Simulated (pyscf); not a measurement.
PySCF, gas phase, ωB97X-D3(BJ)/def2-SVP geometries.

How much does it cost (ΔH, 298 K, ωB97M-D3(BJ)/def2-TZVP) to split HS–Ti(Cl)(Cl)–Cl (SMILES [SH][Ti]([Cl])([Cl])[Cl]) at its S–Ti bond into SH• + [Cl–Ti(Cl)–Cl]•?

S–Ti to SH• + [Cl–Ti(Cl)–Cl]•: 238.6 kJ/mol. The 7 functionals that were run give +216.7 (M06-2X) to +302.9 kJ/mol (PBE). The radicals are drawn with the spin at the cut bond; how far it spreads was not checked. Left out: the spin-orbit lowering of SH. Open-shell species with a d-block atom are single-reference here; other states, and whether the spin sits on metal or ligand, were not checked.
